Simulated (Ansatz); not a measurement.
A nudged elastic band was laid between two geometries of AlH3O + H2 (7 atoms, charge 0, multiplicity 1).

The calculation used RKS revPBE-D4/def2-SVP (Ansatz 0.2.0).

```
movable images  : 3
climbing image  : yes
spring          : 5.0 eV/Å²
optimiser       : quadratic models (default)
start path      : through a guess of the saddle point
force threshold : 0.03 eV/Å
iteration limit : 60
end points      : relaxed
```

Initial state:

```xyz
7
Properties=species:S:1:pos:R:3
Al -0.047 -0.156 0.202
O -0.048 -0.606 1.877
H -0.870 -0.710 2.381
H 1.391 -0.122 -0.481
H -1.427 0.074 -0.579
H 0.112 2.338 0.525
H 0.128 2.030 1.229
```

Final state:

```xyz
7
Properties=species:S:1:pos:R:3
Al 0.042 0.475 -0.157
O -0.013 0.131 1.896
H -0.847 -0.314 2.144
H 1.375 -0.293 -0.621
H -1.390 -0.215 -0.457
H 0.083 2.087 -0.035
H -0.010 0.977 2.386
```

**Question.** What changes between the two ends?

**Answer.** Bonds broken: H6–H7. Bonds formed: Al1–H6, O2–H7. AlH3O + H2 becomes AlH5O.

**Question.** What energy profile does the band end with?

**Answer.** It converged. The highest image is number 2 of 0 to 4, 76.6 kJ/mol above the first end and 48.8 kJ/mol above the last; the last end lies 27.7 kJ/mol above the first. Another band between the same ends (5 images) ends at a top of the same energy, where a vibrational analysis finds 1 clearly imaginary mode. So few images can step over the top or miss a turn of the path. The orbitals stay closed-shell, which can raise the energy where a bond breaks towards radicals; this wasn't checked here.

```csv
image,path coordinate (Å),energy (kJ/mol),H6–H7 (Å),Al1–H6 (Å),O2–H7 (Å)
0,0.00,0.0,0.77,2.52,2.72
1,0.72,11.9,0.78,2.26,2.04
2,1.44,76.6,1.07,1.80,1.26
3,2.09,37.8,1.85,1.64,0.99
4,2.73,27.7,2.67,1.62,0.98
```

**Question.** What is the geometry of the highest image?

**Answer.** 
```xyz
7
Properties=species:S:1:pos:R:3
Al 0.014 0.225 -0.004
O 0.016 -0.030 1.895
H -0.833 -0.256 2.322
H 1.419 -0.107 -0.674
H -1.421 -0.035 -0.660
H 0.046 1.870 0.732
H -0.003 1.180 1.544
```

The run took 34 s on 1 thread of Arm Neoverse V1, on a shared host, peak memory 0.098 GiB.
